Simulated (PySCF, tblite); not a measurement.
Potential energy curve for SMILES FC=C. The C2–F6 bond (C2 also carries C, H; F6 carries nothing else) is stretched with both fragments frozen at the PBE0/def2-TZVP optimised geometry.

Levels: UKS-B3LYP/6-31G* = unrestricted B3LYP/6-31G*, spherical d in PySCF 2.14.0; GFN2-xTB, 300 K electronic temperature (tblite); UKS-B3LYP/6-311+G** = unrestricted B3LYP/6-311+G**, spherical d (PySCF).

Energies are in eV, each relative to the lowest point of its own curve near equilibrium.

```json
[
 {"R / Å": "1.07", "UKS-B3LYP/6-31G*": "2.994", "GFN2-xTB": "2.699", "UKS-B3LYP/6-311+G**": "2.858"},
 {"R / Å": "1.13", "UKS-B3LYP/6-31G*": "1.584", "GFN2-xTB": "1.386", "UKS-B3LYP/6-311+G**": "1.523"},
 {"R / Å": "1.20", "UKS-B3LYP/6-31G*": "0.618", "GFN2-xTB": "(withheld)", "UKS-B3LYP/6-311+G**": "0.603"},
 {"R / Å": "1.24", "UKS-B3LYP/6-31G*": "0.299", "GFN2-xTB": "(withheld)", "UKS-B3LYP/6-311+G**": "0.298"},
 {"R / Å": "1.31", "UKS-B3LYP/6-31G*": "0.031", "GFN2-xTB": "(withheld)", "UKS-B3LYP/6-311+G**": "0.034"},
 {"R / Å": "1.34", "UKS-B3LYP/6-31G*": "0.000", "GFN2-xTB": "0.000", "UKS-B3LYP/6-311+G**": "0.000"},
 {"R / Å": "1.37", "UKS-B3LYP/6-31G*": "0.008", "GFN2-xTB": "(withheld)", "UKS-B3LYP/6-311+G**": "(withheld)"},
 {"R / Å": "1.42", "UKS-B3LYP/6-31G*": "0.091", "GFN2-xTB": "0.099", "UKS-B3LYP/6-311+G**": "(withheld)"},
 {"R / Å": "1.49", "UKS-B3LYP/6-31G*": "0.312", "GFN2-xTB": "0.304", "UKS-B3LYP/6-311+G**": "0.267"},
 {"R / Å": "1.56", "UKS-B3LYP/6-31G*": "0.612", "GFN2-xTB": "0.572", "UKS-B3LYP/6-311+G**": "0.537"},
 {"R / Å": "1.64", "UKS-B3LYP/6-31G*": "1.011", "GFN2-xTB": "0.919", "UKS-B3LYP/6-311+G**": "0.899"},
 {"R / Å": "1.82", "UKS-B3LYP/6-31G*": "1.979", "GFN2-xTB": "1.737", "UKS-B3LYP/6-311+G**": "1.779"},
 {"R / Å": "1.99", "UKS-B3LYP/6-31G*": "2.862", "GFN2-xTB": "2.463", "UKS-B3LYP/6-311+G**": "2.579"},
 {"R / Å": "2.23", "UKS-B3LYP/6-31G*": "3.919", "GFN2-xTB": "3.323", "UKS-B3LYP/6-311+G**": "3.556"},
 {"R / Å": "2.39", "UKS-B3LYP/6-31G*": "4.379", "GFN2-xTB": "3.767", "UKS-B3LYP/6-311+G**": "4.016"},
 {"R / Å": "2.70", "UKS-B3LYP/6-31G*": "4.920", "GFN2-xTB": "4.355", "UKS-B3LYP/6-311+G**": "4.565"},
 {"R / Å": "2.92", "UKS-B3LYP/6-31G*": "5.149", "GFN2-xTB": "4.603", "UKS-B3LYP/6-311+G**": "4.801"},
 {"R / Å": "3.30", "UKS-B3LYP/6-31G*": "5.380", "GFN2-xTB": "4.817", "UKS-B3LYP/6-311+G**": "5.045"},
 {"R / Å": "3.63", "UKS-B3LYP/6-31G*": "5.486", "GFN2-xTB": "—", "UKS-B3LYP/6-311+G**": "5.162"},
 {"R / Å": "3.98", "UKS-B3LYP/6-31G*": "5.542", "GFN2-xTB": "—", "UKS-B3LYP/6-311+G**": "5.234"},
 {"R / Å": "4.68", "UKS-B3LYP/6-31G*": "5.579", "GFN2-xTB": "—", "UKS-B3LYP/6-311+G**": "5.303"}
]
```

### Question
Fill in the missing entries.

### Answer

- 1.20, GFN2-xTB: 0.515
- 1.24, GFN2-xTB: 0.239
- 1.31, GFN2-xTB: 0.019
- 1.37, GFN2-xTB: 0.015
- 1.37, UKS-B3LYP/6-311+G**: 0.003
- 1.42, UKS-B3LYP/6-311+G**: 0.071

Dashes: no converged value, or the column stops at the first point that the program doubted or that broke a chosen test of continuity, which isn't proof of a fault.

The unrestricted determinant behind UKS-B3LYP/6-31G* is spin-contaminated at 2.23 to 4.68 Å (<S²> up to 1.0, against 0.00 for a pure singlet). The unrestricted determinant behind UKS-B3LYP/6-311+G** is spin-contaminated at 2.23 to 4.68 Å (<S²> up to 0.9, against 0.00 for a pure singlet).
